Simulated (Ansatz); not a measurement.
```yaml
crystal:
  periodic: [false, false, false]
  atoms:
    - {symbol: F, position_ang: [-1.678738, 0.442852, -0.318583]}
    - {symbol: Ge, position_ang: [-0.197036, -0.253780, 0.576031]}
    - {symbol: P, position_ang: [1.431133, 0.270905, -1.125799]}
    - {symbol: H, position_ang: [1.863688, 1.617298, -0.912891]}
basis:
  gaussian: {orbitals: def2-TZVP}
magnetization: {spin_polarized: true, initial_magnetization: 3}
hamiltonian: {xc: pbe0}
relax: {f_tol: 0.004, max_steps: 80}
```

```sh
$ ansatz run in.yaml --threads 1 --pin off --events-out ev --progress --plain --max-ram 2176MiB
```

Steps of the relaxation (energy above the last step; positions in Å, forces in eV/Å):

```
4
step 1, 156.3 meV
F    -1.679    0.443   -0.319    1.325   -0.714    0.880
Ge   -0.197   -0.254    0.576   -1.436    0.841   -0.764
P     1.431    0.271   -1.126    0.201   -0.146   -0.344
H     1.864    1.617   -0.913   -0.090    0.019    0.228
```

```
4
step 2, 49.3 meV
F    -1.689    0.413   -0.295    0.900   -0.378    0.581
Ge   -0.173   -0.148    0.542   -0.927    0.370   -0.649
P     1.474    0.231   -1.210    0.052    0.324    0.197
H     1.806    1.582   -0.819   -0.025   -0.316   -0.128
```

```
4
step 3, 2.0 meV
F    -1.732    0.371   -0.242   -0.067    0.003   -0.024
Ge   -0.208   -0.115    0.490    0.101    0.003   -0.022
P     1.500    0.242   -1.203   -0.019    0.136    0.084
H     1.859    1.580   -0.826   -0.015   -0.142   -0.038
```

```
4
step 6, 0.0 meV
F    -1.753    0.343   -0.238    0.007   -0.002    0.003
Ge   -0.207   -0.091    0.487    0.003    0.004   -0.012
P     1.486    0.256   -1.210   -0.008    0.001    0.009
H     1.894    1.569   -0.820   -0.001   -0.003    0.000
```

```
4
step 7, 0.0 meV
F    -1.752    0.343   -0.238    0.001    0.000    0.000
Ge   -0.207   -0.090    0.487    0.003    0.001   -0.004
P     1.485    0.256   -1.210   -0.004   -0.003    0.003
H     1.893    1.569   -0.820    0.000    0.003    0.001
```

```
4
step 8, 0.0 meV
F    -1.752    0.343   -0.238    0.000    0.000    0.000
Ge   -0.206   -0.091    0.486    0.001    0.000    0.000
P     1.485    0.256   -1.209   -0.001   -0.002    0.000
H     1.892    1.569   -0.820    0.001    0.002    0.001
```

Close pairs at the end: P3–H4 1.429 Å, F1–Ge2 1.761 Å, Ge2–P3 2.420 Å.

A stationary point of unrestricted PBE0 after 8 steps, with ⟨S²⟩ = 3.763 against 3.75 for a pure state; no frequencies were run, so it isn't proven a minimum. 40 s on 1 thread of Intel Xeon Platinum 8375C, shared host.
